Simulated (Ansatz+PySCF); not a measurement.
# doublet CH3: levels of theory in one basis

```
atom    x (Å)    y (Å)    z (Å)
   C  -0.0331  -0.0197   0.0319
   H   1.0791   0.0023  -0.0487
   H  -0.5446   0.9942   0.0021
   H  -0.5378  -0.9206   0.0434
```

Basis set: def2-SVP (spherical functions). Left uncorrelated: 1 orbital. Correlation on ROHF uses semicanonical orbitals with singles. Charge 0, multiplicity 2.

Computed with Ansatz (development build ahead of 0.2.0); each method stands on the lowest determinant of its kind that the runs found. NEVPT2 correlates all electrons. Active spaces start from the frontier orbitals, and the lowest solution found is given.

```json
{"method": "ROHF", "E − E(ROHF) (eV)": "0.00", "<S²> of the determinant": "0.75"}
{"method": "UHF", "E − E(ROHF) (eV)": "-0.11", "<S²> of the determinant": "0.76"}
{"method": "ROHF-MP2", "E − E(ROHF) (eV)": "-3.56", "<S²> of the determinant": "–"}
{"method": "UHF-MP2", "E − E(ROHF) (eV)": "-3.56", "<S²> of the determinant": "0.76"}
{"method": "ROHF-CCSD", "E − E(ROHF) (eV)": "-4.17", "<S²> of the determinant": "–"}
{"method": "UHF-CCSD", "E − E(ROHF) (eV)": "-4.17", "<S²> of the determinant": "0.76"}
{"method": "CASSCF(7,7)", "E − E(ROHF) (eV)": "-1.62", "<S²> of the determinant": "–"}
{"method": "SC-NEVPT2(7,7)", "E − E(ROHF) (eV)": "-3.74", "<S²> of the determinant": "–"}
```

(1) What does ROHF-CCSD(T) give on the same scale?

(2) Is a single determinant a sound starting point here?

Results:

(1) -4.24 eV.

(2) By this sign, yes. Unrestricted orbitals gain 0.11 eV and <S²> is 0.76 against 0.75 for a pure state. The CASSCF(7,7) natural occupations are 1.98, 1.98, 1.97, 1.00, 0.03, 0.02, 0.02.
